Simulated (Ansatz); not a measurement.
I need a ranking of conformers of C₃H₅F, SMILES C=CCF. Use Ansatz 0.2.0, Python API. Settings (for the species named): r2SCAN, 6-31G* basis, multiplicity 1.

`c3h5f.py`
```python
import ansatz
from rdkit import Chem
from rdkit.Chem import AllChem

BASIS_SET = "6-31G*"
FUNCTIONAL = "r2scan"

rd = Chem.AddHs(Chem.MolFromSmiles("C=CCF"))
ids = list(AllChem.EmbedMultipleConfs(rd, numConfs=20, randomSeed=143, pruneRmsThresh=0.4))
field = [energy for _, energy in AllChem.MMFFOptimizeMoleculeConfs(rd)]
distinct = {round(e, 2): i for i, e in zip(ids, field)}
chosen = sorted(distinct.items())[:4]
found = []
for force_field, index in chosen:
    mol = ansatz.Crystal.molecule()
    for atom, xyz in zip(rd.GetAtoms(), rd.GetConformer(index).GetPositions()):
        mol = mol.atom(atom.GetSymbol(), xyz.round(5).tolist())
    setup = mol.calculation()
    setup = setup.basis(gaussian=BASIS_SET)
    setup = setup.functional(FUNCTIONAL)
    found.append(setup.run(threads=1).report["free_energy_ev"])
print("conformer   MMFF (kcal/mol)   this level (kcal/mol)")
for (force_field, index), e in zip(chosen, found):
    print(f"{index:9d} {force_field - chosen[0][0]:17.2f} {23.060548 * (e - min(found)):17.3f}")
```

Output of `python c3h5f.py`:
```text
conformer   MMFF (kcal/mol)   this level (kcal/mol)
        1              0.00             0.000
        2              1.01             1.312
```

The conformers keep their force-field geometries. It ran for 5.9 s on 1 thread of Arm Neoverse V2, with other jobs on the host, peak memory 0.23 GiB.
